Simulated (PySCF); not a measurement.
Compound: thioacetamide, C2H5NS.
Numbering: `[CH3:1][C:2]([NH2:3])=[S:4]` (hydrogens: H5, H6, H7 on C1; H8, H9 on N3)

The same species was optimised twice, with GFN2-xTB and with PBE0-D3(BJ)/def2-SVP (PySCF), and the same property calculations (PySCF, gas phase) were run on both structures.

| coordinate | GFN2-xTB | PBE0-D3(BJ)/def2-SVP | change |
| --- | --- | --- | --- |
| C2=S4 (Å) | 1.637 | 1.650 | +0.013 |
| C1–C2 (Å) | 1.495 | 1.504 | +0.009 |
| N3–H8 (Å) | 1.006 | 1.013 | +0.007 |
| N3–H9 (Å) | 1.006 | 1.011 | +0.005 |
| C2–N3 (Å) | 1.343 | 1.342 | -0.001 |
| N3–C2–S4 (°) | 121.0 | 122.4 | +1.4 |
| C1–C2–N3 (°) | 116.2 | 115.3 | -0.9 |
| C1–C2–S4 (°) | 122.8 | 122.2 | -0.6 |
| C2–N3–H8 (°) | 119.0 | 118.6 | -0.4 |
| C2–N3–H9 (°) | 121.9 | 122.1 | +0.2 |
| H8–N3–H9 (°) | 119.2 | 119.3 | +0.1 |

Rotational constants: A = 9665, B = 5116, C = 3416 MHz (GFN2-xTB) against A = 9641, B = 5029, C = 3374 MHz (PBE0-D3(BJ)/def2-SVP). Atoms that the bonding makes alike are paired by their places after alignment. End groups have turned between the structures, so H5, H6, H7 are left out of the comparison.

On the GFN2-xTB structure: lowest singlet, TDDFT (eV) 3.32 [B3LYP/def2-SVPD]; lowest triplet, Tamm–Dancoff (eV) 3.00 [B3LYP/def2-SVPD]; isotropic polarisability (au) 59.0 [B3LYP/def2-SVPD]; HOMO (eV) -5.87 [B3LYP/def2-SVPD]; LUMO (eV) -1.21 [B3LYP/def2-SVPD]; dipole (D) 4.50 [B3LYP/def2-SVPD]; HOMO (eV) -6.01 [PBE0/pcSseg-1]; LUMO (eV) -0.76 [PBE0/pcSseg-1]; dipole (D) 4.58 [PBE0/pcSseg-1]; GIAO shielding of C1 (ppm) 154.5 [PBE0/pcSseg-1]; GIAO shielding of C2 (ppm) -23.6 [PBE0/pcSseg-1]; GIAO shielding of N3 (ppm) 121.2 [PBE0/pcSseg-1]; GIAO shielding of S4 (ppm) 127.6 [PBE0/pcSseg-1].

**Question.** What do these properties become on the PBE0-D3(BJ)/def2-SVP structure?

**Answer.** 
| property | level | on GFN2-xTB | on PBE0-D3(BJ)/def2-SVP | change |
| --- | --- | --- | --- | --- |
| lowest singlet, TDDFT (eV) | B3LYP/def2-SVPD | 3.32 | 3.35 | +0.03 |
| lowest triplet, Tamm–Dancoff (eV) | B3LYP/def2-SVPD | 3.00 | 3.06 | +0.06 |
| isotropic polarisability (au) | B3LYP/def2-SVPD | 59.0 | 59.6 | +0.6 |
| HOMO (eV) | B3LYP/def2-SVPD | -5.87 | -5.88 | -0.01 |
| LUMO (eV) | B3LYP/def2-SVPD | -1.21 | -1.19 | +0.02 |
| dipole (D) | B3LYP/def2-SVPD | 4.50 | 4.59 | +0.09 |
| energy, GFN2-xTB geometry as zero (kcal/mol) | B3LYP/def2-SVPD | 0.0 | -0.4 | -0.4 |
| HOMO (eV) | PBE0/pcSseg-1 | -6.01 | -6.02 | -0.01 |
| LUMO (eV) | PBE0/pcSseg-1 | -0.76 | -0.74 | +0.02 |
| dipole (D) | PBE0/pcSseg-1 | 4.58 | 4.62 | +0.04 |
| energy, GFN2-xTB geometry as zero (kcal/mol) | PBE0/pcSseg-1 | 0.0 | -0.3 | -0.3 |
| GIAO shielding of C1 (ppm) | PBE0/pcSseg-1 | 154.5 | 151.1 | -3.4 |
| GIAO shielding of C2 (ppm) | PBE0/pcSseg-1 | -23.6 | -24.4 | -0.8 |
| GIAO shielding of N3 (ppm) | PBE0/pcSseg-1 | 121.2 | 110.9 | -10.3 |
| GIAO shielding of S4 (ppm) | PBE0/pcSseg-1 | 127.6 | 194.0 | +66.4 |

The heavy atoms differ by 0.012 Å rms after alignment. Among the bonds compared C2=S4 changes most (+0.013 Å). Changes are differences of the printed values. Neither structure is proved a minimum here.

The values belong to the conformer `[CH3:1][C:2]([NH2:3])=[S:4]`: H–N3–C2–C1 180°, H–N3–C2–C1 0°.
